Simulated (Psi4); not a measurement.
# CCSD/cc-pVTZ run of SiF2 (SMILES F[Si]F)

Aim: the vertical singlet–triplet gap of SiF2 at CCSD/cc-pVTZ, from 2 runs. 

The calculation is run with Psi4 1.11.

## (1) The molecule

SiF2: 3 atoms, total charge 0, spin state singlet. As SMILES, `F[Si]F`. The coordinates come from a GFN2-xTB relaxation.

Bond lengths: Si1–F2 1.617 Å, Si1–F3 1.616 Å. Angles: F2–Si1–F3 92.6°.

## (2) A single-point energy at CCSD/cc-pVTZ

The input, calc.in:

```
memory 1.6 GB

molecule system {
  Si
  F 1 r2
  F 1 r3 2 a3

  r2 = 1.617443
  r3 = 1.615613
  a3 = 92.55524
  units angstrom
  symmetry c1
  no_reorient
  no_com
}

set basis cc-pVTZ
set puream true
set e_convergence 1e-09
set d_convergence 1e-08
set scf_type pk
set num_frozen_docc 7

energy("ccsd")
```

Command:

```
psi4 calc.in calc.out -n 1
```

calc.out:

```text
[...]
  Running in c1 symmetry.
[...]
  Nuclear repulsion =  100.838229207777900
[...]
  Multiplicity = 1
[...]
  Nalpha       = 16
  Nbeta        = 16
[...]
    Number of basis functions: 94
[...]
   @RHF iter   1:  -487.93338415623111   -9.15283e-01   4.63116e-03 ADIIS/DIIS
[...]
   @RHF iter  10:  -487.99527344321791   -7.16227e-12   5.62304e-09 DIIS
[...]
    Orbital Energies [Eh]
    ---------------------
    Doubly Occupied:
       1A    -68.872111     2A    -26.291700     3A    -26.291169
       4A     -6.210422     5A     -4.312611     6A     -4.312307
       7A     -4.311317     8A     -1.605764     9A     -1.576067
      10A     -0.787480    11A     -0.707363    12A     -0.693296
      13A     -0.677217    14A     -0.642583    15A     -0.625046
      16A     -0.416140
[...]
  @RHF Final Energy:  -487.99527344321791
   => Energetics <=
    Nuclear Repulsion Energy =            100.8382292077778999
    One-Electron Energy =                -881.0018173164696691
    Two-Electron Energy =                 292.1683146654738721
    Total Energy =                       -487.9952734432179113
[...]
 Multipole Moments:
 ------------------------------------------------------------------------------------
     Multipole            Electronic (a.u.)      Nuclear  (a.u.)        Total (a.u.)
 ------------------------------------------------------------------------------------
 L = 1.  Multiply by 2.5417464519 to convert [e a0] to [Debye]
 Dipole X            :         -0.1577843            0.6558006            0.4980163
 Dipole Y            :         -0.1469620            0.6279305            0.4809685
 Dipole Z            :         -0.0000000            0.0000000           -0.0000000
 Magnitude           :                                                    0.6923517
[...]
      * MP2 total energy                      = -488.596050383403337
[...]
      * CCSD total energy                     = -488.603448489968741
[...]
```

Run time: 17 s. Hardware: 1 thread of Intel Xeon 6975P-C (Granite Rapids), shared host; peak memory 0.75 GiB.

## (3) The triplet, same level

The input, run_ase.py:

```python
import numpy as np
from ase.calculators.psi4 import Psi4
from ase import Atoms

mol = Atoms(['Si', 'F', 'F'], positions=[
    [0.004220, -0.007680, -0.744810],
    [1.165930, -0.017340, 0.380560],
    [-1.170150, 0.025020, 0.364240],
])
calc = Psi4(atoms=mol, method='ccsd', basis='cc-pVTZ', memory='1600MB', num_threads=1, charge=0, multiplicity=3, label='calc', reference='uhf')
calc.psi4.set_options({'puream': True, 'e_convergence': 1e-09, 'd_convergence': 1e-08, 'scf_type': 'pk', 'num_frozen_docc': 7, 'maxiter': 200})
mol.calc = calc

print(f'energy: {mol.get_potential_energy():.6f} eV')
```

Command:

```
python run_ase.py
```

calc.dat:

```text
[...]
  Running in c1 symmetry.
[...]
  Nuclear repulsion =  100.838229127014060
[...]
  Multiplicity = 3
[...]
  Nalpha       = 17
  Nbeta        = 15
[...]
    Number of basis functions: 94
[...]
   @UHF iter   1:  -487.81499974441385   -7.96898e-01   4.82117e-03 DIIS/ADIIS
[...]
   @UHF iter  13:  -487.90321386935949   -2.38742e-12   5.33841e-09 DIIS
[...]
   @S^2 Observed:                2.002576544E+00
[...]
    Orbital Energies [Eh]
    ---------------------
    Alpha Occupied:
       1A    -68.899655     2A    -26.296028     3A    -26.295610
       4A     -6.239902     5A     -4.352229     6A     -4.345162
       7A     -4.340381     8A     -1.612850     9A     -1.583684
      10A     -0.806758    11A     -0.713736    12A     -0.701824
      13A     -0.698322    14A     -0.663202    15A     -0.627682
      16A     -0.537289    17A     -0.315977
    Alpha Virtual:
      18A      0.081823    19A      0.139266    20A      0.262283
      21A      0.318215    22A      0.353732    23A      0.365410
      24A      0.370801    25A      0.379522    26A      0.454325
[...]
  @UHF Final Energy:  -487.90321386935949
   => Energetics <=
    Nuclear Repulsion Energy =            100.8382291270140598
    One-Electron Energy =                -880.5927099590246598
    Two-Electron Energy =                 291.8512669626510956
    Total Energy =                       -487.9032138693594902
  UHF NO Occupations:
  HONO-2 :   15  A 1.9993932
  HONO-1 :   16  A 1.0000000
[...]
 Multipole Moments:
 ------------------------------------------------------------------------------------
     Multipole            Electronic (a.u.)      Nuclear  (a.u.)        Total (a.u.)
 ------------------------------------------------------------------------------------
 L = 1.  Multiply by 2.5417464519 to convert [e a0] to [Debye]
 Dipole X            :         -0.0012375            0.0051440            0.0039065
 Dipole Y            :         -0.0019342           -0.0093616           -0.0112958
 Dipole Z            :         -0.1916798           -0.9078860           -1.0995658
 Magnitude           :                                                    1.0996308
[...]
      * MP2 total energy                      = -488.474978103311400
[...]
      * CCSD total energy                     = -488.477770030752708
```

Standard output:

```text
energy: -13292.157165 eV
```

It took 47 s on 1 thread of Intel Xeon 6975P-C (Granite Rapids), shared host; peak memory 0.82 GiB.

## (4) What came out

At CCSD/cc-pVTZ, 7 core orbitals frozen:

| quantity | value |
| --- | --- |
| singlet: total energy | -488.60345 Eh |
| singlet: HOMO energy (Hartree–Fock orbitals) | -11.32 eV |
| singlet: LUMO energy (Hartree–Fock orbitals) | 0.95 eV |
| singlet: HOMO–LUMO gap (Hartree–Fock orbitals) | 12.28 eV |
| singlet: correlation energy (7 core orbitals frozen) | -608.2 mEh |
| singlet: T1 diagnostic | 0.015 |
| triplet: total energy | -488.47777 Eh |
| triplet: HOMO energy (Hartree–Fock orbitals) (highest over α and β) | -8.60 eV |
| triplet: LUMO energy (Hartree–Fock orbitals) (lowest over α and β) | -1.08 eV |
| triplet: correlation energy (7 core orbitals frozen) | -574.6 mEh |
| triplet: ⟨S²⟩ of the reference determinant | 2.003 |
| triplet: T1 diagnostic | 0.023 |
| vertical energy of the triplet above the singlet | 3.420 eV |

At this shape the triplet lies 3.42 eV (79 kcal/mol) above the singlet.
